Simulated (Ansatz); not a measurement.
Voigt–Reuss–Hill shear modulus (GPa) of 20 transition metals, computed with PBE (Ansatz, a first-principles code, PAW) and with PBEsol (Ansatz, PAW). The set holds measured phases with no doubt noted on the run or the magnetic state but for the caveats below. 6 more of the class have both values but aren't in it, for one of these reasons: built or high-temperature cells, doubts on the run or the magnetic state, unlike cells, values of zero, layered or molecular crystals. Solids without a value at one level (not run, failed, or a magnetic order lost), or held back for tests, aren't counted.

All rows, in order of the shift (worked out from unrounded values):

```json
[
 {"solid": "hcp Zr", "PBE": "34.4", "PBEsol": "32.0", "shift (%)": "-7.1"},
 {"solid": "hcp Ti", "PBE": "47.4", "PBEsol": "47.2", "shift (%)": "-0.5"},
 {"solid": "hcp Hf", "PBE": "56.2", "PBEsol": "57.1", "shift (%)": "+1.7"},
 {"solid": "hcp Y", "PBE": "26.5", "PBEsol": "27.1", "shift (%)": "+2.3"},
 {"solid": "hcp Sc", "PBE": "32.1", "PBEsol": "34.1", "shift (%)": "+6.4"},
 {"solid": "hcp Re", "PBE": "176", "PBEsol": "189", "shift (%)": "+7.5"},
 {"solid": "hcp Os", "PBE": "263", "PBEsol": "284", "shift (%)": "+8.0"},
 {"solid": "hcp Tc", "PBE": "143", "PBEsol": "155", "shift (%)": "+8.7"},
 {"solid": "fcc Ir", "PBE": "221", "PBEsol": "244", "shift (%)": "+10.2"},
 {"solid": "hcp Ru", "PBE": "197", "PBEsol": "217", "shift (%)": "+10.3"},
 {"solid": "fcc Rh", "PBE": "154", "PBEsol": "175", "shift (%)": "+13.8"},
 {"solid": "fcc Ni", "PBE": "98.6", "PBEsol": "113", "shift (%)": "+14.8"},
 {"solid": "double-hcp La", "PBE": "17.0", "PBEsol": "19.8", "shift (%)": "+16.7"},
 {"solid": "fcc Cu", "PBE": "52.4", "PBEsol": "61.9", "shift (%)": "+18.1"},
 {"solid": "hcp Co", "PBE": "104", "PBEsol": "122", "shift (%)": "+18.1"},
 {"solid": "fcc Pt", "PBE": "53.6", "PBEsol": "65.7", "shift (%)": "+23"},
 {"solid": "fcc Pd", "PBE": "41.6", "PBEsol": "51.2", "shift (%)": "+23"},
 {"solid": "bcc Fe", "PBE": "86.9", "PBEsol": "107", "shift (%)": "+23"},
 {"solid": "fcc Au", "PBE": "21.5", "PBEsol": "27.4", "shift (%)": "+27"},
 {"solid": "fcc Ag", "PBE": "27.9", "PBEsol": "37.0", "shift (%)": "+33"}
]
```

The shift from PBE to PBEsol has a median of +12.1 %, and eight in ten lie between +1.5 % and +24 %; PBEsol is the larger in 18 of 20. Each level is at its own cell, so the shift holds the change of volume too.

Ansatz's runs of these crystals have no spin polarisation, but for bcc Fe, hcp Co, fcc Ni.

Density-functional runs with spin start from parallel moments for bcc Fe, parallel moments for hcp Co, parallel moments for fcc Ni.

Spin–orbit coupling is left out, also for the solids with elements from indium on (fcc Pt, hcp Os, double-hcp La, fcc Ir, hcp Re, hcp Hf, fcc Au); its size isn't shown.

Each level is taken at its own relaxed cell. Ansatz's density-functional and Hartree–Fock values are scalar-relativistic unless marked +SOC, with PAW data made under PBE.
